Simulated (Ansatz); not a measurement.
# CH3BCl (SMILES C[B]Cl) at UBLYP/aug-cc-pVDZ

What is the vertical ionisation energy of CH3BCl at UBLYP/aug-cc-pVDZ? 

Program for the calculation: Ansatz 0.2.0.

70 further runs of the same task are left out: 70 set aside as unsound or not needed.

**1. Starting point**

CH3BCl: 6 atoms, total charge 0, spin state doublet. SMILES: `C[B]Cl`. Geometry: relaxed at PBE0-D4/def2-TZVP.

Bond lengths: C1–B2 1.544 Å, B2–Cl3 1.727 Å, C1–H4 1.099 Å, C1–H5 1.095 Å, C1–H6 1.091 Å. Angles: C1–B2–Cl3 126.1°, B2–C1–H4 106.5°, B2–C1–H5 113.2°, B2–C1–H6 113.0°, H4–C1–H5 107.2°, H4–C1–H6 106.6°, H5–C1–H6 109.9°.

**2. A single-point energy at UBLYP/aug-cc-pVDZ**

input.yaml reads:

```yaml
basis:
  gaussian:
    orbitals: aug-cc-pVDZ
crystal:
  periodic: [false, false, false]
  atoms:
    - symbol: C
      position_ang: [-0.289900, 0.325200, -0.312400]
    - symbol: B
      position_ang: [0.195300, -1.059500, 0.167700]
    - symbol: Cl
      position_ang: [1.467800, -1.355700, 1.297800]
    - symbol: H
      position_ang: [-1.073500, 0.641700, 0.390700]
    - symbol: H
      position_ang: [0.494200, 1.088800, -0.289700]
    - symbol: H
      position_ang: [-0.752000, 0.295400, -1.300400]
magnetization:
  spin_polarized: true
  initial_magnetization: 1
hamiltonian:
  xc: {name: BLYP}
accuracy: high
output: {orbitals: {seedname: orbitals}}
```

The run is started by

```sh
$ ansatz run input.yaml --threads 1 --pin off --max-ram 3480MiB --events-out events.jsonl --progress --plain --runs-dir runs
```

The log of the run:

```text
Warning: RAYON_NUM_THREADS=1 ignored (pool sized by the plan → 1); use --threads N
Functional definition: BLYP
  name "BLYP"
  parameter beta = 0.0042
  parameter a = 0.04918
  parameter b = 0.132
  parameter c = 0.2533
  parameter d = 0.349
  exchange = b88_x(beta = beta)
  correlation = lyp_c(a = a, b = b, c = c, d = d)
1972 factors; integrals over basis functions are off by at most 3.9e-9 eV
mean field evaluation 1: about -14271.5614 eV, gradient 4.8e1 eV
mean field evaluation 2: about -14242.0741 eV, gradient 7.7e1 eV
mean field evaluation 4: about -14282.5702 eV, gradient 1.0e1 eV
mean field evaluation 8: about -14283.1518 eV, gradient 5.3e-2 eV
mean field evaluation 16: about -14283.1518 eV, gradient 7.2e-6 eV
mean field -14283.15182819 eV, -524.8961482181 hartree, gradient 9.6e-8 eV, S^2 0.751790; 0 other end points of the search recorded, 0 dependent functions left out
reference -14283.15188300 eV, -524.8961502321 hartree; 16, 15 occupied and 84, 85 virtual orbitals, 1972 factors
Total energy: -14283.15188300 eV, -524.8961502321 hartree
```

It took 15 s on 1 thread of Intel Xeon Platinum 8259CL at 2.50GHz (Skylake/Cascade Lake), shared host; peak memory 0.32 GiB.

**3. The singlet cation**

job.yaml reads:

```yaml
crystal:
  periodic: [false, false, false]
  atoms:
    - {symbol: C, position_ang: [-0.289900, 0.325200, -0.312400]}
    - {symbol: B, position_ang: [0.195300, -1.059500, 0.167700]}
    - {symbol: Cl, position_ang: [1.467800, -1.355700, 1.297800]}
    - {symbol: H, position_ang: [-1.073500, 0.641700, 0.390700]}
    - {symbol: H, position_ang: [0.494200, 1.088800, -0.289700]}
    - {symbol: H, position_ang: [-0.752000, 0.295400, -1.300400]}
basis:
  gaussian:
    orbitals: aug-cc-pVDZ
total_charge: 1
output: {orbitals: {seedname: orbitals}}
accuracy: high
hamiltonian:
  xc: {name: BLYP}
magnetization:
  spin_polarized: false
  initial_magnetization: 0
```

The run is started by

```sh
$ ansatz run job.yaml --threads 1 --pin off --max-ram 3480MiB --events-out events.jsonl --progress --plain --runs-dir runs
```

The log of the run:

```text
Warning: RAYON_NUM_THREADS=1 ignored (pool sized by the plan → 1); use --threads N
[... 9 set-up lines as earlier in the session ...]
1971 factors; integrals over basis functions are off by at most 3.9e-9 eV
mean field evaluation 1: about -14259.8649 eV, gradient 8.0e1 eV
mean field evaluation 2: about -14221.3500 eV, gradient 1.2e2 eV
mean field evaluation 4: about -14274.9753 eV, gradient 1.2e1 eV
mean field evaluation 8: about -14275.3681 eV, gradient 2.4e-1 eV
mean field evaluation 16: about -14275.3660 eV, gradient 3.7e-5 eV
mean field -14275.36601203 eV, -524.6100247516 hartree, gradient 4.6e-8 eV, S^2 0.000000; 0 other end points of the search recorded, 0 dependent functions left out
reference -14275.36607972 eV, -524.6100272391 hartree; 15, 15 occupied and 85, 85 virtual orbitals, 1971 factors
Total energy: -14275.36607972 eV, -524.6100272391 hartree
```

Wall time 9 s (1 thread of Intel Xeon Platinum 8259CL at 2.50GHz (Skylake/Cascade Lake), shared host); peak memory 0.27 GiB.

**4. Summary of results**

Level: UBLYP/aug-cc-pVDZ.

| quantity | value |
| --- | --- |
| doublet CH3BCl: total energy | -524.89615 Eh |
| doublet CH3BCl: HOMO energy (highest over α and β) | -4.30 eV |
| doublet CH3BCl: LUMO energy (lowest over α and β) | -2.47 eV |
| doublet CH3BCl: ⟨S²⟩ | 0.752 |
| singlet cation: total energy | -524.61003 Eh |
| singlet cation: HOMO energy | -14.90 eV |
| singlet cation: LUMO energy | -11.09 eV |
| singlet cation: HOMO–LUMO gap | 3.80 eV |
| vertical ionisation energy (to the singlet cation) | 7.786 eV |

**Reading.** Removing an electron at fixed nuclei costs 7.79 eV (751 kJ/mol). Only the singlet of the ionised species was computed; a triplet could lie lower.
